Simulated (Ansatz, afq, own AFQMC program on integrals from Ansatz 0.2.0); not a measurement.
AFQMC on a folder of integrals that Ansatz 0.2.0 wrote.

```yaml
crystal:
  periodic: [false, false, false]
  atoms:
    - {symbol: O, position_ang: [0.000000, 0.000000, 0.000000]}
    - {symbol: H, position_ang: [0.000000, 0.000000, 0.931000]}
basis:
  gaussian: {orbitals: cc-pVDZ}
total_charge: 1
magnetization: {spin_polarized: false}
correlation: {method: ccsd_t, electrons: outside_noble_gas, hamiltonian_folder: ham}
```

```sh
$ ansatz run in.yaml --threads 1 --pin off --events-out ev --progress --plain --max-ram 16896MiB --backend cuda --devices 0, --max-vram 18GiB
```

Options of the walk:

```
--method phaseless --trial cid --walkers 10 --populations 1 --least-time 40 --time-step 0.05 --steps-per-block 25 --equilibration-blocks 40 --max-blocks 160 --target-error 0.00058 --factor-cut 1e-06 --seed 813 --release-times 0.3,0.6,0.9,1.2 --release-step 0.05 --release-every 4 --taylor-order 2
```

Times are imaginary, in 1/Eh. The walk had a cap of 60 s.

```
orbitals 18  electrons 3 3  factors 127 of 173
reference energy -74.83993463 Eh
CCSD correlation -0.15773349 Eh in 12 cycles, weight of the determinant in the CISD state 0.8129
energy of the start -74.997684 Eh
 block  time / (1/Eh)  mean weight  energy / Eh
     1     1.250  1.0251  -74.998611
     2     2.500  1.0111  -75.000227
     3     3.750  0.9992  -75.007357
     4     5.000  1.0190  -74.982879
     5     6.250  1.0696  -74.998853
     8    10.000  0.9623  -75.007947
    11    13.750  1.0576  -75.006299
    26    32.500  0.9523  -75.056865
    41    51.250  0.9879  -75.023412
    56    70.000  1.0509  -75.003542
    71    88.750  1.0101  -74.998784
    86   107.500  1.0445  -75.015907
   101   126.250  0.9622  -75.000070
   116   145.000  1.0328  -75.002909
   131   163.750  0.9357  -75.016981
   146   182.500  1.0083  -74.997472
   161   201.250  0.9057  -74.985436
   176   220.000  1.0109  -75.020735
   191   238.750  0.9628  -74.975484
   196   245.000  0.9942  -75.007543
blocks merged  error / Eh  count
     1  0.001171  160
     2  0.001159  80
     4  0.001206  40
     8  0.001135  20
    16  0.001124  10
released: time / (1/Eh)  energy / Eh  error  mean overlap
  0.30  -75.011358  0.002489  1.0002
  0.60  -75.012158  0.003126  1.0181
  0.90  -75.011538  0.002834  0.9880
  1.20  -75.010820  0.003122  0.9643
energy -75.010746 +/- 0.001206 Eh
(rows thinned)
```

The run passed its tests (sampling time, drift between the halves within three errors, error under three times the target), which doesn't prove that it has relaxed.

Against this walk (error 32.8 meV) on the same determinant: CCSD(T) 115.1 meV higher, CCSDT(Q) 107.4 meV lower, CCSDTQ 104.7 meV lower, full CI 105.0 meV lower. The error is statistical and leaves out the bias of the constraint.

A setting was made bad on purpose (series of the exponential too short), so the walk's energy isn't to be trusted.

Cautions: constraint bias not in the error; error above the target (32.8 against 15.8 meV); another spin lies lower; restricted determinant unstable towards unrestricted (UHF 2.58 eV lower, ⟨S²⟩ 1.01); strong correlation (T1 0.005, weight of the determinant 0.81, largest double 0.42); the CCSDT(Q) amplitudes may be one of several solutions (largest double 0.97); the CCSDTQ amplitudes may be one of several solutions (largest double 0.98); the determinant fills πx and πy unequally, so it mixes two states of the linear molecule, and each level undoes that mixture to a different degree, while full CI gives the lower state; CCSDTQ on the UHF determinant differs (2.36 eV lower), perhaps since the unrestricted series falls towards higher spin; so few walkers bias the energy; the time-step error isn't removed.

CCSDT and higher add their correlation energy to the determinant of the CCSD(T) run, since their own runs factorise the integrals more tightly (a shift of under 2 meV).
